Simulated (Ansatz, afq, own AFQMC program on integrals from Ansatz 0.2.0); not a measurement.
AFQMC on a folder of integrals that Ansatz 0.2.0 wrote.

```yaml
crystal:
  periodic: [false, false, false]
  atoms:
    - {symbol: In, position_ang: [0.000000, 0.000000, 0.000000]}
    - {symbol: H, position_ang: [0.000000, 0.000000, -1.851925]}
    - {symbol: H, position_ang: [0.000000, 0.000000, 1.851925]}
basis:
  gaussian: {orbitals: def2-TZVP}
total_charge: 1
magnetization: {spin_polarized: false}
correlation: {method: ccsd_t, electrons: outside_noble_gas, hamiltonian_folder: ham}
```

```sh
$ ansatz run in.yaml --threads 1 --pin off --events-out ev --progress --plain --max-ram 15360MiB --backend cuda --devices 0, --max-vram 18GiB
```

afq runs on the folder ham with

```
--method phaseless --trial cisd --walkers 4000 --populations 20 --least-time 60 --time-step 0.005 --steps-per-block 50 --equilibration-blocks 28 --max-blocks 4000 --target-error 0.00012 --factor-cut 1e-05 --seed 8496 --release-times 0.24,0.51,0.99,1.62,2.4 --release-step 0.03 --release-every 3 --taylor-order 6
```

Times are imaginary, in 1/Eh. The walk had a cap of 126 s. With eight or more populations the least sampling time is a fifth of least-time, and the error comes from their spread. Filled inner d shells are frozen with the cores. Core potentials past Kr, no spin–orbit coupling.

Output of the walk:

```
orbitals 53  electrons 2 2  factors 438 of 591
reference energy -190.08268483 Eh
CCSD correlation -0.07171576 Eh in 10 cycles, weight of the determinant in the CISD state 0.9354
energy of the start -190.154409 Eh
 block  time / (1/Eh)  mean weight  energy / Eh
     1     0.250  1.0001  -190.154209
     2     0.500  1.0000  -190.154267
     3     0.750  0.9999  -190.154424
     4     1.000  0.9999  -190.154616
     5     1.250  0.9999  -190.154743
     8     2.000  0.9998  -190.155110
    11     2.750  1.0000  -190.155333
    14     3.500  1.0000  -190.155556
    17     4.250  1.0000  -190.155527
    20     5.000  1.0001  -190.155555
    23     5.750  0.9999  -190.155650
    26     6.500  1.0000  -190.155548
    29     7.250  0.9998  -190.155748
    32     8.000  0.9999  -190.155732
    35     8.750  0.9998  -190.155758
    38     9.500  1.0000  -190.155582
    41    10.250  1.0000  -190.155690
    44    11.000  0.9999  -190.155629
    47    11.750  1.0001  -190.155608
    50    12.500  1.0000  -190.155666
    53    13.250  0.9998  -190.155543
    56    14.000  1.0001  -190.155736
    59    14.750  1.0001  -190.155870
    62    15.500  0.9998  -190.155735
    65    16.250  0.9999  -190.155593
    68    17.000  0.9998  -190.155666
    71    17.750  1.0002  -190.155442
    74    18.500  1.0001  -190.155579
    77    19.250  0.9999  -190.155678
    78    19.500  0.9998  -190.155633
error from the spread of 20 populations
released: time / (1/Eh)  energy / Eh  error  mean overlap
  0.24  -190.155709  0.000030  0.9998
  0.51  -190.155716  0.000029  0.9994
  0.99  -190.155729  0.000022  1.0021
  1.62  -190.155764  0.000018  0.9997
  2.40  -190.155770  0.000015  0.9990
energy -190.155677 +/- 0.000035 Eh
(rows thinned)
```

The run passed its tests (sampling time, drift between the halves within three errors, error under three times the target), which doesn't prove that it has relaxed.

Against this walk (error 1.0 meV) on the same determinant: CCSD(T) 7.3 meV higher, CCSDT(Q) 3.0 meV lower, full CI 3.3 meV lower. The error is statistical and leaves out the bias of the constraint. Released to 2.40 1/Eh the energy lies 2.5 ± 1.0 meV (both errors) below the phaseless value, which shows part or all of the bias of the constraint, and full CI lies 0.8 meV below the released value.

Cautions: constraint bias not in the error; no spin-orbit coupling; inner d shell frozen.

The walk took 56 s on 1 × NVIDIA H100 80GB HBM3 with 2 threads of AMD EPYC 7R13 Processor (Zen 3) (shared host) (the card was shared). The log's last line is the phaseless energy.

CCSDT and higher add their correlation energy to the determinant of the CCSD(T) run, since their own runs factorise the integrals more tightly (a shift of under 2 meV). A walk keeps the symmetry of its determinant, which the program's search chose and which needn't be the lowest solution, so a lower state of the same spin and another symmetry isn't excluded.
